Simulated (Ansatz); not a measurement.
Process, species as SMILES: CSC + H+ → C[SH+]C
B3LYP-D3(BJ)/def2-TZVP geometries, fixed; electronic energies without zero-point terms; positive where energy is released.

Basis-set convergence of the proton affinity at HF with Ansatz (a quantum-chemistry and plane-wave program). Cartesian d functions, on some or all atoms, in 6-31G**, 6-311+G**; all else is spherical. No added dispersion term, no relativity. Functions are those of the species that has most. Reference: the value in pcseg-4, 208.65 kcal/mol, itself unsure by roughly 0.09 kcal/mol (its mean distance from aug-pcseg-3, aug-cc-pV(Q+d)Z, cc-pV(5+d)Z).

```tsv
basis	functions	proton affinity (kcal/mol)
6-31G	45	[?]
def2-SVP	81	205.00
6-31G**	84	[?]
6-311+G**	117	205.18
aug-pcseg-1	136	[?]
aug-cc-pV(D+d)Z	141	[?]
6-311++G(2d,2p)	159	207.73
cc-pV(T+d)Z	197	208.38
jun-cc-pV(T+d)Z	224	208.23
aug-cc-pV(T+d)Z	308	208.28
cc-pV(Q+d)Z	384	208.51
aug-pcseg-3	602	208.62
pcseg-4	734	208.65
```

Problem. What belongs in the gaps?

Solution. 
- 6-31G, proton affinity (kcal/mol): 187.76
- 6-31G**, proton affinity (kcal/mol): 204.16
- aug-pcseg-1, proton affinity (kcal/mol): 205.22
- aug-cc-pV(D+d)Z, proton affinity (kcal/mol): 207.09
